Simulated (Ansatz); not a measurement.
Worked example: the barrier

An elementary step of CH₇NSi, singlet (CH₇NSi ([CH3][SiH2][NH2]) → CH₅NSi ([CH3][SiH][NH]) + H₂; bonds formed: H2–H4; bonds broken: Si1–H2, N3–H4). “Start” is the structure reached by relaxing down from the saddle towards the reactants; PBE0-D4/def2-TZVP structures. The saddle:

Si1  (-0.025, 0.533, 0.014)
H2  (1.608, 0.178, -0.631)
N3  (-0.590, 0.719, -1.504)
H4  (0.989, 0.440, -1.293)
H5  (0.387, 1.621, 0.951)
C6  (-0.310, -1.035, 0.945)
H7  (-0.895, 1.593, -1.903)
H8  (0.489, -1.226, 1.665)
H9  (-1.251, -0.945, 1.499)
H10  (-0.401, -1.878, 0.258)
(Å)

Ansatz 0.2.0; basis: def2-TZVPP and def2-QZVPP; cores frozen in the correlated methods.

Energies in eV:

| quantity | saddle | start |
| --- | --- | --- |
| Hartree–Fock, triple zeta (X = 3) | -10483.51894 | -10487.67572 |
| Hartree–Fock, quadruple zeta (X = 4) | -10483.92681 | -10488.06569 |
| MP2 correlation, X = 3 | -15.04187 | -14.35696 |
| MP2 correlation, X = 4 | -16.05298 | -15.34975 |
| CCSD(T) correlation, X = 3 | -16.61142 | -15.99650 |

Task: Work out the barrier at the basis limit: extrapolate Hartree–Fock as E(X) = E∞ + A exp(−7.88 √X) and the MP2 correlation as E(X) = E∞ + B X^−2.97 (the exponents that Neese and Valeev fitted for def2-TZVPP and QZVPP), then add CCSD(T) − MP2 in triple zeta.

Result: Each step is linear, so take the differences first (saddle − start): Hartree–Fock 4.15678 (X = 3) and 4.13888 (X = 4); MP2 correlation -0.68491 and -0.70323; CCSD(T) correlation -0.61492.
Two points give E∞ = E(4) + w [E(4) − E(3)], with w = 1/(exp(7.88 (2 − √3)) − 1) = 0.1377 for Hartree–Fock and w = 1/((4/3)^2.97 − 1) = 0.7407 for the correlation.
Hartree–Fock: 4.13888 + 0.1377 × (-0.01790) = 4.1364 eV.
MP2 correlation: -0.70323 + 0.7407 × (-0.01832) = -0.7168 eV.
CCSD(T) − MP2: -0.61492 − (-0.68491) = 0.0700 eV.
Sum: 4.1364 + (-0.7168) + 0.0700 = 3.4896 eV, or 80.47 kcal/mol. Plain CCSD(T) in triple zeta gives 3.5419 eV, so the larger basis shifts the result by -0.0523 eV.

The T1 diagnostic stays at or below 0.017.

Labels in which every atom is bracketed show which atoms are joined, not bond orders.

For scale, one of the runs: CCSD(T)/def2-TZVPP, 202 basis functions, launched by `ansatz run in.yaml --threads 2 --pin off --events-out ev --progress --plain --max-ram 4352MiB`. Hardware: 2 CPU threads of an Arm Neoverse N1, shared host. Wall time 83 s; peak host memory 2.5 GiB.
